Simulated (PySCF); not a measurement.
NO, SMILES [N]=O (connectivity only; charge and spin as stated), charge +1, multiplicity 1. Atoms are numbered in the order given.

```xyz
2

N      0.0000     0.0000    -0.5706
O      0.0000     0.0000     0.4992
```
Charge +1, spin multiplicity 1.

Coordinates come from a PBE-D3(BJ)/def2-TZVPD optimisation.

Method: M06-2X/def2-TZVPD (PySCF).

Mulliken values depend strongly on the basis, most of all with diffuse functions as here. Atomic charges (e):

```
atom  Mulliken   IAO
----  --------  ----
N1        0.74  0.66
O2        0.26  0.34
```
